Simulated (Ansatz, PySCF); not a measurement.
Scan of CH2, triplet: symmetric bend, bond length relaxed. Scanned: H-C-H angle. Other coordinates (C-H bond length) were minimised at PBE0/def2-TZVP.

Levels of theory: UKS-B3LYP/LANL2DZ = unrestricted B3LYP/LANL2DZ run with PySCF; CCSD(T)/def2-SVP = CCSD(T) on UHF/def2-SVP, frozen core run with Ansatz (a quantum-chemistry and plane-wave program); CCSDT(Q)/def2-SVP = CCSDT(Q) on UHF/def2-SVP, frozen core in Ansatz; FCI/def2-SVP = full CI/def2-SVP, frozen core (Ansatz).

Energies relative to the lowest point of each profile, in kJ/mol:

```csv
a / °,UKS-B3LYP/LANL2DZ,CCSD(T)/def2-SVP,CCSDT(Q)/def2-SVP
170.61,14.8,26.8,26.8
154.99,6.8,14.0,14.0
148.68,3.2,8.2,8.2
140.64,0.0,2.4,2.4
130.24,0.3,0.0,0.0
124.78,3.4,1.9,1.9
114.83,15.8,12.3,12.3
100.83,51.3,44.9,44.9
93.19,81.3,72.8,72.7
84.95,123.4,111.6,111.4
78,167.4,152.0,151.8
66.65,257.0,235.3,234.9
```

Problem. What does FCI/def2-SVP give at the same points?

Solution. 170.61: 26.8; 154.99: 14.0; 148.68: 8.3; 140.64: 2.5; 130.24: 0.0; 124.78: 1.9; 114.83: 12.3; 100.83: 44.8; 93.19: 72.6; 84.95: 111.4; 78: 151.7; 66.65: 234.8 (kJ/mol).

The scan ran from 180.0 to 60.0; beyond the range shown the relaxed coordinates jump or full CI changes its symmetry label.
